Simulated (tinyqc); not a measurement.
Inside a calculation (part 1 of 2). Method: UKS/BLYP in the sto-3g basis, for BH2, spin multiplicity 2. Computed by tinyqc, a small Python program that keeps every step (integrals from PySCF). Settings: charge = 0, multiplicity = 2, basis = sto-3g, energy threshold = 1e-08, iteration cap = 57, orthogonalisation = symmetric, start = atomic densities, DIIS depth = 0, method = UKS, functional = blyp, grid = [40, 26]. Command: `OMP_NUM_THREADS=1 python tinyqc.py 28827 28828 out.jsonl` (the two numbers bound the seeds that draw the settings). One thread of a shared host (Intel(R) Xeon(R) Processor @ 2.60GHz), about 4 s of CPU time with the checks. Later iterations appear only in the table of the cycle.

## One-electron integrals

Geometry (angstrom):
```
atom        x         y        z
B     0.00000   0.00000  0.00000
H     0.00000   1.07500  0.66300
H     0.00000  -1.07500  0.66300
```

Basis sto-3g: exponents (1/bohr^2) and contraction coefficients of normalised primitives:
```
element  l (shell)  exponent  coefficient
B            s (1)  48.79111      0.15433
B            s (1)   8.88736      0.53533
B            s (1)   2.40527      0.44463
B            s (2)   2.23696     -0.09997
B            s (2)   0.51982      0.39951
B            s (2)   0.16906      0.70012
B            p (3)   2.23696      0.15592
B            p (3)   0.51982      0.60768
B            p (3)   0.16906      0.39196
H            s (1)   3.42525      0.15433
H            s (1)   0.62391      0.53533
H            s (1)   0.16886      0.44463
```

Overlap, kinetic and nuclear-attraction integrals over the contracted functions; the nuclear repulsion is the sum of Za Zb / Rab.

nuclear repulsion = 4.4359394 hartree

overlap S, order 1B 1s, 1B 2s, 1B 2px, 1B 2py, 1B 2pz, 2H 1s, 3H 1s:
```
[[1.00000, 0.26933, 0.00000, 0.00000, 0.00000, 0.05632, 0.05632],
 [0.26933, 1.00000, 0.00000, 0.00000, 0.00000, 0.43885, 0.43885],
 [0.00000, 0.00000, 1.00000, 0.00000, 0.00000, 0.00000, 0.00000],
 [0.00000, 0.00000, 0.00000, 1.00000, 0.00000, 0.39374, -0.39374],
 [0.00000, 0.00000, 0.00000, 0.00000, 1.00000, 0.24284, 0.24284],
 [0.05632, 0.43885, 0.00000, 0.39374, 0.24284, 1.00000, 0.09273],
 [0.05632, 0.43885, 0.00000, -0.39374, 0.24284, 0.09273, 1.00000]]
```

kinetic energy T (hartree), order 1B 1s, 1B 2s, 1B 2px, 1B 2py, 1B 2pz, 2H 1s, 3H 1s:
```
[[10.82630, -0.04797, 0.00000, 0.00000, 0.00000, -0.01428, -0.01428],
 [-0.04797, 0.35917, 0.00000, 0.00000, 0.00000, 0.07126, 0.07126],
 [0.00000, 0.00000, 1.12388, 0.00000, 0.00000, 0.00000, 0.00000],
 [0.00000, 0.00000, 0.00000, 1.12388, 0.00000, 0.16554, -0.16554],
 [0.00000, 0.00000, 0.00000, 0.00000, 1.12388, 0.10209, 0.10209],
 [-0.01428, 0.07126, 0.00000, 0.16554, 0.10209, 0.76003, -0.01127],
 [-0.01428, 0.07126, 0.00000, -0.16554, 0.10209, -0.01127, 0.76003]]
```

nuclear attraction V (hartree), order 1B 1s, 1B 2s, 1B 2px, 1B 2py, 1B 2pz, 2H 1s, 3H 1s:
```
[[-23.98535, -3.36505, 0.00000, 0.00000, -0.01732, -0.70817, -0.70817],
 [-3.36505, -4.58721, 0.00000, 0.00000, -0.15601, -1.75649, -1.75649],
 [0.00000, 0.00000, -4.48432, 0.00000, 0.00000, 0.00000, 0.00000],
 [0.00000, 0.00000, 0.00000, -4.64194, 0.00000, -1.48332, 1.48332],
 [-0.01732, -0.15601, 0.00000, 0.00000, -4.54427, -0.94492, -0.94492],
 [-0.70817, -1.75649, 0.00000, -1.48332, -0.94492, -3.54492, -0.35680],
 [-0.70817, -1.75649, 0.00000, 1.48332, -0.94492, -0.35680, -3.54492]]
```

core Hamiltonian H = T + V (hartree), order 1B 1s, 1B 2s, 1B 2px, 1B 2py, 1B 2pz, 2H 1s, 3H 1s:
```
[[-13.15905, -3.41302, 0.00000, 0.00000, -0.01732, -0.72245, -0.72245],
 [-3.41302, -4.22804, 0.00000, 0.00000, -0.15601, -1.68523, -1.68523],
 [0.00000, 0.00000, -3.36044, 0.00000, 0.00000, 0.00000, 0.00000],
 [0.00000, 0.00000, 0.00000, -3.51806, 0.00000, -1.31778, 1.31778],
 [-0.01732, -0.15601, 0.00000, 0.00000, -3.42039, -0.84283, -0.84283],
 [-0.72245, -1.68523, 0.00000, -1.31778, -0.84283, -2.78488, -0.36807],
 [-0.72245, -1.68523, 0.00000, 1.31778, -0.84283, -0.36807, -2.78488]]
```

## Two-electron integrals

Functions are numbered as in S; the eight-fold symmetry (ij|kl) = (ji|kl) = (kl|ij) leaves the list below.

Two-electron integrals (ij|kl) in chemists' order, unique and non-zero (hartree):
```
(11|11) 2.92351    (21|11) 0.51838    (21|21) 0.10926    (22|11) 0.74423
(22|21) 0.19318    (22|22) 0.54480    (31|31) 0.02026    (32|31) 0.03000
(32|32) 0.12035    (33|11) 0.74249    (33|21) 0.19324    (33|22) 0.54468
(33|33) 0.58677    (41|41) 0.02026    (42|41) 0.03000    (42|42) 0.12035
(43|43) 0.03163    (44|11) 0.74249    (44|21) 0.19324    (44|22) 0.54468
(44|33) 0.52351    (44|44) 0.58677    (51|51) 0.02026    (52|51) 0.03000
(52|52) 0.12035    (53|53) 0.03163    (54|54) 0.03163    (55|11) 0.74249
(55|21) 0.19324    (55|22) 0.54468    (55|33) 0.52351    (55|44) 0.52351
(55|55) 0.58677    (61|11) 0.10799    (61|21) 0.02269    (61|22) 0.04026
(61|33) 0.04006    (61|41) 0.00140    (61|42) 0.00258    (61|44) 0.04050
(61|51) 0.00087    (61|52) 0.00159    (61|54) 0.00027    (61|55) 0.04023
(61|61) 0.00486    (62|11) 0.25628    (62|21) 0.06753    (62|22) 0.20899
(62|33) 0.20305    (62|41) 0.00634    (62|42) 0.03828    (62|44) 0.21581
(62|51) 0.00391    (62|52) 0.02361    (62|54) 0.00787    (62|55) 0.20790
(62|61) 0.01497    (62|62) 0.10969    (63|31) 0.00682    (63|32) 0.03171
(63|43) 0.00719    (63|53) 0.00443    (63|63) 0.01223    (64|11) 0.20284
(64|21) 0.05417    (64|22) 0.17691    (64|33) 0.16749    (64|41) 0.01122
(64|42) 0.06138    (64|44) 0.19178    (64|51) 0.00271    (64|52) 0.01830
(64|54) 0.01055    (64|55) 0.17126    (64|61) 0.01261    (64|62) 0.10879
(64|64) 0.11793    (65|11) 0.12510    (65|21) 0.03341    (65|22) 0.10911
(65|33) 0.10330    (65|41) 0.00271    (65|42) 0.01830    (65|44) 0.10942
(65|51) 0.00850    (65|52) 0.04300    (65|54) 0.01096    (65|55) 0.11449
(65|61) 0.00777    (65|62) 0.06709    (65|64) 0.06519    (65|65) 0.05243
(66|11) 0.41396    (66|21) 0.11113    (66|22) 0.38866    (66|33) 0.36548
(66|41) 0.01280    (66|42) 0.10217    (66|44) 0.41554    (66|51) 0.00790
(66|52) 0.06301    (66|54) 0.03087    (66|55) 0.38453    (66|61) 0.02513
(66|62) 0.25933    (66|64) 0.27975    (66|65) 0.17253    (66|66) 0.77461
(71|11) 0.10799    (71|21) 0.02269    (71|22) 0.04026    (71|33) 0.04006
(71|41) -0.00140   (71|42) -0.00258   (71|44) 0.04050    (71|51) 0.00087
(71|52) 0.00159    (71|54) -0.00027   (71|55) 0.04023    (71|61) 0.00465
(71|62) 0.01372    (71|64) 0.01046    (71|65) 0.00714    (71|66) 0.02244
(71|71) 0.00486    (72|11) 0.25628    (72|21) 0.06753    (72|22) 0.20899
(72|33) 0.20305    (72|41) -0.00634   (72|42) -0.03828   (72|44) 0.21581
(72|51) 0.00391    (72|52) 0.02361    (72|54) -0.00787   (72|55) 0.20790
(72|61) 0.01372    (72|62) 0.07355    (72|64) 0.05377    (72|65) 0.04393
(72|66) 0.13346    (72|71) 0.01497    (72|72) 0.10969    (73|31) 0.00682
(73|32) 0.03171    (73|43) -0.00719   (73|53) 0.00443    (73|63) 0.00749
(73|73) 0.01223    (74|11) -0.20284   (74|21) -0.05417   (74|22) -0.17691
(74|33) -0.16749   (74|41) 0.01122    (74|42) 0.06138    (74|44) -0.19178
(74|51) -0.00271   (74|52) -0.01830   (74|54) 0.01055    (74|55) -0.17126
(74|61) -0.01046   (74|62) -0.05377   (74|64) -0.03316   (74|65) -0.03153
(74|66) -0.09213   (74|71) -0.01261   (74|72) -0.10879   (74|74) 0.11793
(75|11) 0.12510    (75|21) 0.03341    (75|22) 0.10911    (75|33) 0.10330
(75|41) -0.00271   (75|42) -0.01830   (75|44) 0.10942    (75|51) 0.00850
(75|52) 0.04300    (75|54) -0.01096   (75|55) 0.11449    (75|61) 0.00714
(75|62) 0.04393    (75|64) 0.03153    (75|65) 0.03314    (75|66) 0.08349
(75|71) 0.00777    (75|72) 0.06709    (75|74) -0.06519   (75|75) 0.05243
(76|11) 0.05157    (76|21) 0.01361    (76|22) 0.04283    (76|33) 0.04152
(76|44) 0.04294    (76|51) 0.00132    (76|52) 0.00813    (76|55) 0.04399
(76|61) 0.00292    (76|62) 0.01941    (76|64) 0.01677    (76|65) 0.01293
(76|66) 0.04178    (76|71) 0.00292    (76|72) 0.01941    (76|74) -0.01677
(76|75) 0.01293    (76|76) 0.00433    (77|11) 0.41396    (77|21) 0.11113
(77|22) 0.38866    (77|33) 0.36548    (77|41) -0.01280   (77|42) -0.10217
(77|44) 0.41554    (77|51) 0.00790    (77|52) 0.06301    (77|54) -0.03087
(77|55) 0.38453    (77|61) 0.02244    (77|62) 0.13346    (77|64) 0.09213
(77|65) 0.08349    (77|66) 0.24566    (77|71) 0.02513    (77|72) 0.25933
(77|74) -0.27975   (77|75) 0.17253    (77|76) 0.04178    (77|77) 0.77461
```

## Orthogonalisation

S = U s U^T; symmetric (Loewdin) form X = U s^(-1/2) U^T, so that X^T S X = 1.

eigenvalues of S: [0.31356, 0.39487, 0.85555, 1.00000, 1.10545, 1.51240, 1.81817]

X, order 1B 1s, 1B 2s, 1B 2px, 1B 2py, 1B 2pz, 2H 1s, 3H 1s:
```
[[1.03180, -0.16508, 0.00000, 0.00000, -0.01282, 0.02744, 0.02744],
 [-0.16508, 1.25046, 0.00000, 0.00000, 0.11935, -0.30902, -0.30902],
 [0.00000, 0.00000, 1.00000, 0.00000, 0.00000, 0.00000, 0.00000],
 [0.00000, 0.00000, 0.00000, 1.16997, 0.00000, -0.27420, 0.27420],
 [-0.01282, 0.11935, 0.00000, 0.00000, 1.06426, -0.16707, -0.16707],
 [0.02744, -0.30902, 0.00000, -0.27420, -0.16707, 1.22386, -0.01068],
 [0.02744, -0.30902, 0.00000, 0.27420, -0.16707, -0.01068, 1.22386]]
```

## Starting guess

The start is atomic minimal-basis densities projected into this basis (PySCF's MINAO start) and scaled to the electron count of each spin; this density is not idempotent, so its energy is not variational and may lie below the converged one.

D(alpha) at the start, order 1B 1s, 1B 2s, 1B 2px, 1B 2py, 1B 2pz, 2H 1s, 3H 1s:
```
[[1.24008, -0.30465, 0.00000, 0.00000, 0.01149, -0.02314, -0.02314],
 [-0.30465, 1.13929, 0.00000, 0.00000, -0.03594, 0.08378, 0.08378],
 [0.00000, 0.00000, 0.18305, 0.00000, 0.00000, 0.00000, 0.00000],
 [0.00000, 0.00000, 0.00000, 0.15361, 0.00000, 0.02685, -0.02685],
 [0.01149, -0.03594, 0.00000, 0.00000, 0.17171, 0.01333, 0.01333],
 [-0.02314, 0.08378, 0.00000, 0.02685, 0.01333, 0.53835, 0.01391],
 [-0.02314, 0.08378, 0.00000, -0.02685, 0.01333, 0.01391, 0.53835]]
```

D(beta) at the start, order 1B 1s, 1B 2s, 1B 2px, 1B 2py, 1B 2pz, 2H 1s, 3H 1s:
```
[[0.93006, -0.22849, 0.00000, 0.00000, 0.00862, -0.01736, -0.01736],
 [-0.22849, 0.85447, 0.00000, 0.00000, -0.02696, 0.06283, 0.06283],
 [0.00000, 0.00000, 0.13729, 0.00000, 0.00000, 0.00000, 0.00000],
 [0.00000, 0.00000, 0.00000, 0.11521, 0.00000, 0.02014, -0.02014],
 [0.00862, -0.02696, 0.00000, 0.00000, 0.12878, 0.01000, 0.01000],
 [-0.01736, 0.06283, 0.00000, 0.02014, 0.01000, 0.40376, 0.01043],
 [-0.01736, 0.06283, 0.00000, -0.02014, 0.01000, 0.01043, 0.40376]]
```

## Iteration 1: exchange-correlation on the grid

Becke grid with 40 radial and 26 angular points per atom, points of zero weight dropped. rho = sum D_ij phi_i phi_j; V_xc,ij = sum w v_xc phi_i phi_j plus the gradient terms; v_xc is d(rho eps)/d rho(s) for spin s at fixed gradient.

The 12 grid points with the largest w rho, of 3106 (bohr, atomic units):
```
x                y         z        w  rho(alpha)  rho(beta)    eps_xc  v_xc(alpha)
0.00000    0.00000   1.63134  0.36548     0.03191    0.02393  -0.33511     -0.40776
0.00000   -1.40457   0.00000  0.21199     0.05379    0.04034  -0.37999     -0.49312
0.00000    1.40457   0.00000  0.21199     0.05379    0.04034  -0.37999     -0.49312
0.00000    0.00000  -1.63134  0.38052     0.02929    0.02197  -0.33192     -0.39428
0.00000    0.00000   1.40457  0.24945     0.04423    0.03317  -0.36367     -0.45776
-1.63134   0.00000   0.00000  0.38037     0.02885    0.02163  -0.33006     -0.39242
1.63134    0.00000   0.00000  0.38037     0.02885    0.02163  -0.33006     -0.39242
0.00000   -1.63134   0.00000  0.24854     0.04395    0.03297  -0.36060     -0.45857
0.00000    1.63134   0.00000  0.24854     0.04395    0.03297  -0.36060     -0.45857
0.00000    0.00000   1.88308  0.51542     0.02111    0.01584  -0.30159     -0.35420
0.00000    0.00000  -1.40457  0.25367     0.04250    0.03187  -0.36311     -0.44930
-1.40457   0.00000   0.00000  0.25362     0.04170    0.03128  -0.36083     -0.44664
```

electrons on the grid, sum of w rho = 7.00560

E_xc = sum of w rho eps_xc = -4.8445784 hartree

V_xc(alpha) (hartree), order 1B 1s, 1B 2s, 1B 2px, 1B 2py, 1B 2pz, 2H 1s, 3H 1s:
```
[[-1.99101, -0.30106, 0.00000, 0.00000, 0.00014, -0.06329, -0.06329],
 [-0.30106, -0.46685, 0.00000, 0.00000, -0.01681, -0.19697, -0.19697],
 [0.00000, 0.00000, -0.44724, 0.00000, 0.00000, 0.00000, 0.00000],
 [0.00000, 0.00000, 0.00000, -0.48017, 0.00000, -0.17860, 0.17860],
 [0.00014, -0.01681, 0.00000, 0.00000, -0.46115, -0.11155, -0.11155],
 [-0.06329, -0.19697, 0.00000, -0.17860, -0.11155, -0.47591, -0.03939],
 [-0.06329, -0.19697, 0.00000, 0.17860, -0.11155, -0.03939, -0.47591]]
```

V_xc(beta) (hartree), order 1B 1s, 1B 2s, 1B 2px, 1B 2py, 1B 2pz, 2H 1s, 3H 1s:
```
[[-1.83792, -0.28029, 0.00000, 0.00000, 0.00013, -0.05890, -0.05890],
 [-0.28029, -0.43875, 0.00000, 0.00000, -0.01586, -0.18487, -0.18487],
 [0.00000, 0.00000, -0.42070, 0.00000, 0.00000, 0.00000, 0.00000],
 [0.00000, 0.00000, 0.00000, -0.45150, 0.00000, -0.16747, 0.16747],
 [0.00013, -0.01586, 0.00000, 0.00000, -0.43360, -0.10462, -0.10462],
 [-0.05890, -0.18487, 0.00000, -0.16747, -0.10462, -0.44515, -0.03701],
 [-0.05890, -0.18487, 0.00000, 0.16747, -0.10462, -0.03701, -0.44515]]
```

## Iteration 1: building the Kohn-Sham matrix

J_ij = sum D_kl (ij|kl) with D = D(alpha) + D(beta); F = H + J + V_xc; E = tr D H + tr D J / 2 + E_xc + E_nn.

Coulomb J (hartree), order 1B 1s, 1B 2s, 1B 2px, 1B 2py, 1B 2pz, 2H 1s, 3H 1s:
```
[[8.90116, 1.82478, 0.00000, 0.00000, 0.01544, 0.38155, 0.38155],
 [1.82478, 3.87376, 0.00000, 0.00000, 0.12624, 1.52641, 1.52641],
 [0.00000, 0.00000, 3.82161, 0.00000, 0.00000, 0.00000, 0.00000],
 [0.00000, 0.00000, 0.00000, 3.92529, 0.00000, 1.30529, -1.30529],
 [0.01544, 0.12624, 0.00000, 0.00000, 3.86093, 0.83148, 0.83148],
 [0.38155, 1.52641, 0.00000, 1.30529, 0.83148, 3.01293, 0.31409],
 [0.38155, 1.52641, 0.00000, -1.30529, 0.83148, 0.31409, 3.01293]]
```

F(alpha) (hartree), order 1B 1s, 1B 2s, 1B 2px, 1B 2py, 1B 2pz, 2H 1s, 3H 1s:
```
[[-6.24890, -1.88929, 0.00000, 0.00000, -0.00174, -0.40420, -0.40420],
 [-1.88929, -0.82112, 0.00000, 0.00000, -0.04659, -0.35580, -0.35580],
 [0.00000, 0.00000, 0.01394, 0.00000, 0.00000, 0.00000, 0.00000],
 [0.00000, 0.00000, 0.00000, -0.07294, 0.00000, -0.19109, 0.19109],
 [-0.00174, -0.04659, 0.00000, 0.00000, -0.02061, -0.12290, -0.12290],
 [-0.40420, -0.35580, 0.00000, -0.19109, -0.12290, -0.24786, -0.09337],
 [-0.40420, -0.35580, 0.00000, 0.19109, -0.12290, -0.09337, -0.24786]]
```

F(beta) (hartree), order 1B 1s, 1B 2s, 1B 2px, 1B 2py, 1B 2pz, 2H 1s, 3H 1s:
```
[[-6.09582, -1.86852, 0.00000, 0.00000, -0.00175, -0.39981, -0.39981],
 [-1.86852, -0.79303, 0.00000, 0.00000, -0.04563, -0.34370, -0.34370],
 [0.00000, 0.00000, 0.04048, 0.00000, 0.00000, 0.00000, 0.00000],
 [0.00000, 0.00000, 0.00000, -0.04427, 0.00000, -0.17996, 0.17996],
 [-0.00175, -0.04563, 0.00000, 0.00000, 0.00693, -0.11596, -0.11596],
 [-0.39981, -0.34370, 0.00000, -0.17996, -0.11596, -0.21711, -0.09098],
 [-0.39981, -0.34370, 0.00000, 0.17996, -0.11596, -0.09098, -0.21711]]
```

total energy of this density = -25.5663456 hartree

This density is the starting one; it is not idempotent, so its energy is not variational and may lie below the converged one.

## Iteration 1: diagonalisation and new density

Diagonalise F' = X^T F X, C = X C', fill 4 alpha and 3 beta electrons from the bottom; D(s) = C_occ C_occ^T. Each column has its largest component positive (the first on a tie).

F' = X^T F X (alpha) (hartree):
```
[[-6.07120, -1.04903, 0.00000, 0.00000, -0.01811, -0.04669, -0.04669],
 [-1.04903, -0.26795, 0.00000, 0.00000, 0.06667, -0.22626, -0.22626],
 [0.00000, 0.00000, 0.01394, 0.00000, 0.00000, 0.00000, 0.00000],
 [0.00000, 0.00000, 0.00000, 0.12214, 0.00000, -0.22905, 0.22905],
 [-0.01811, 0.06667, 0.00000, 0.00000, 0.05119, -0.13597, -0.13597],
 [-0.04669, -0.22626, 0.00000, -0.22905, -0.13597, -0.01172, -0.02404],
 [-0.04669, -0.22626, 0.00000, 0.22905, -0.13597, -0.02404, -0.01172]]
```

orbital energies (alpha) (hartree): [-6.25736, -0.38039, -0.26132, -0.04867, 0.01394, 0.36269, 0.39577]

coefficients C (alpha), order 1B 1s, 1B 2s, 1B 2px, 1B 2py, 1B 2pz, 2H 1s, 3H 1s:
```
[[0.98805, -0.22023, 0.00000, 0.16694, 0.00000, -0.20228, 0.00000],
 [0.04608, 0.56769, 0.00000, -0.65126, 0.00000, 1.02352, 0.00000],
 [0.00000, 0.00000, 0.00000, 0.00000, 1.00000, 0.00000, 0.00000],
 [0.00000, 0.00000, 0.45877, 0.00000, 0.00000, 0.00000, 1.14400],
 [0.00518, 0.13401, 0.00000, 0.75838, 0.00000, 0.78086, 0.00000],
 [-0.01019, 0.36287, 0.48992, 0.23103, 0.00000, -0.82153, -0.77279],
 [-0.01019, 0.36287, -0.48992, 0.23103, 0.00000, -0.82153, 0.77279]]
```

F' = X^T F X (beta) (hartree):
```
[[-5.91421, -1.05486, 0.00000, 0.00000, -0.01929, -0.04375, -0.04375],
 [-1.05486, -0.24025, 0.00000, 0.00000, 0.06814, -0.22781, -0.22781],
 [0.00000, 0.00000, 0.04048, 0.00000, 0.00000, 0.00000, 0.00000],
 [0.00000, 0.00000, 0.00000, 0.15137, 0.00000, -0.23010, 0.23010],
 [-0.01929, 0.06814, 0.00000, 0.00000, 0.07899, -0.13662, -0.13662],
 [-0.04375, -0.22781, 0.00000, -0.23010, -0.13662, 0.02063, -0.02417],
 [-0.04375, -0.22781, 0.00000, 0.23010, -0.13662, -0.02417, 0.02063]]
```

orbital energies (beta) (hartree): [-6.10628, -0.34976, -0.23166, -0.02030, 0.04048, 0.39733, 0.42782]

coefficients C (beta), order 1B 1s, 1B 2s, 1B 2px, 1B 2py, 1B 2pz, 2H 1s, 3H 1s:
```
[[0.98648, -0.22274, 0.00000, 0.16821, 0.00000, -0.20610, 0.00000],
 [0.05184, 0.56512, 0.00000, -0.64550, 0.00000, 1.02830, 0.00000],
 [0.00000, 0.00000, 0.00000, 0.00000, 1.00000, 0.00000, 0.00000],
 [0.00000, 0.00000, 0.46198, 0.00000, 0.00000, 0.00000, 1.14271],
 [0.00587, 0.13457, 0.00000, 0.76325, 0.00000, 0.77600, 0.00000],
 [-0.01162, 0.36428, 0.48775, 0.22491, 0.00000, -0.82258, -0.77417],
 [-0.01162, 0.36428, -0.48775, 0.22491, 0.00000, -0.82258, 0.77417]]
```

D(alpha) after iteration 1, order 1B 1s, 1B 2s, 1B 2px, 1B 2py, 1B 2pz, 2H 1s, 3H 1s:
```
[[1.05261, -0.18821, 0.00000, 0.00000, 0.10221, -0.05141, -0.05141],
 [-0.18821, 0.74854, 0.00000, 0.00000, -0.41759, 0.05507, 0.05507],
 [0.00000, 0.00000, 0.00000, 0.00000, 0.00000, 0.00000, 0.00000],
 [0.00000, 0.00000, 0.00000, 0.21047, 0.00000, 0.22476, -0.22476],
 [0.10221, -0.41759, 0.00000, 0.00000, 0.59313, 0.22379, 0.22379],
 [-0.05141, 0.05507, 0.00000, 0.22476, 0.22379, 0.42518, -0.05487],
 [-0.05141, 0.05507, 0.00000, -0.22476, 0.22379, -0.05487, 0.42518]]
```

D(beta) after iteration 1, order 1B 1s, 1B 2s, 1B 2px, 1B 2py, 1B 2pz, 2H 1s, 3H 1s:
```
[[1.02275, -0.07473, 0.00000, 0.00000, -0.02419, -0.09260, -0.09260],
 [-0.07473, 0.32205, 0.00000, 0.00000, 0.07635, 0.20526, 0.20526],
 [0.00000, 0.00000, 0.00000, 0.00000, 0.00000, 0.00000, 0.00000],
 [0.00000, 0.00000, 0.00000, 0.21343, 0.00000, 0.22533, -0.22533],
 [-0.02419, 0.07635, 0.00000, 0.00000, 0.01814, 0.04895, 0.04895],
 [-0.09260, 0.20526, 0.00000, 0.22533, 0.04895, 0.37074, -0.10507],
 [-0.09260, 0.20526, 0.00000, -0.22533, 0.04895, -0.10507, 0.37074]]
```
